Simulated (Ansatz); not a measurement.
System: fcc Rh. Method: revPBE (Ansatz, a first-principles code, plane waves, PAW).

Settings: plane-wave cutoff 520 eV, 24×24×24 k mesh, Fermi–Dirac smearing 0.05 eV, no spin polarisation, scalar-relativistic PAW data made under PBE.

Pressure at four volumes; x = ln(V/14.229 Å³). One pressure is withheld.

| V (Å³/atom) | x | P (GPa) |
|---|---|---|
| 13.375 | -0.0619 | ? |
| 13.660 | -0.0408 | 11.03 |
| 14.229 | 0.0000 | -0.01 |
| 15.083 | 0.0583 | -12.15 |

**Question.** Pass a parabola P(x) through the three rows shown, estimate the bulk modulus and its pressure derivative near zero pressure, and predict the withheld pressure.

**Answer.** Slopes between the rows: (-0.01 − (11.03))/(0.0000 − (-0.0408)) = -270.59 and (-12.15 − (-0.01))/(0.0583 − (0.0000)) = -208.23 GPa. Their difference over the span 0.0991 is c = 62.36/0.0991 = 629.3 GPa, so P(x) = 11.03 + (-270.59)(x − (-0.0408)) + 629.3 (x − (-0.0408))(x − (0.0000)). At the middle row B = −dP/dx = −[-270.59 + 629.3 × 0.0408] = 244.9 GPa, and B′ = dB/dP = 2c/B = 5.1. At x = -0.0619 the parabola gives 17.56 GPa; the run gives 17.67 GPa. The Birch–Murnaghan fit to the energies at all volumes has B0 = 243 GPa and B′ = 5.2.

Measured, for comparison: bulk modulus 271 GPa (corrected for temperature and zero-point phonon effects, sources range from 271 to 289; as tabulated in Levämäki et al. (2014), arXiv:1402.3671). Computed less measured: bulk modulus -10 % (-10 % to -16 % over the range).
